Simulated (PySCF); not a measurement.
# Spin states of MgCl

Unrestricted PBE0; PySCF, no relativity, basis sets Mg def2-SVP, Cl def2-SVP. Outer shells of the fragments: Mg 3s2; Cl 3s2 3p5.

Followed along the bond (rough minima from three points):

| 2Ms+1 | unpaired | ⟨S²⟩ at the start | R at minimum (Å) | Te (eV) |
| --- | --- | --- | --- | --- |
| 2 | σ ↑ | 0.75 | 2.23 | 0.00 |
| 4 | σ ↑, π ↑↑ | 3.75 | none in the scan | ≤ 5.79 |

Solutions found at the starting distance of 2.325 Å, counted from the lowest of them; the search is not exhaustive and high or unbound solutions are not listed, so other states can lie among these:

```csv
2Ms+1,unpaired,term,E (eV),⟨S²⟩,⟨Lz²⟩,μ (D)
2,σ ↑,²Σ⁺,0.00,0.75,0.00,-3.62
2,π ↑,²Π,3.13,0.76,1.00,-4.53
2,π ↑,²Π,4.33,0.75,1.01,3.86
4,"σ ↑, π ↑↑",mixed,6.01,3.75,2.01,2.84
4,"σ ↑, π ↑↑",mixed,6.15,3.75,2.01,3.01
4,"σ ↑↑, π ↑",⁴Π,6.99,3.75,1.00,2.73
4,"σ ↑↑, π ↑",⁴Π,7.39,3.75,1.01,2.27
4,σ ↑↑↑,⁴Σ⁺,8.37,3.75,0.00,2.92
```

A term symbol is given only where ⟨S²⟩ and ⟨Lz²⟩ are close to those of a pure state; real π, δ and φ orbitals otherwise mix terms. A positive dipole means Mg(−)Cl(+).

Counting both spins, an empty level lies below a filled one in some of these solutions, because spin and occupation are held.
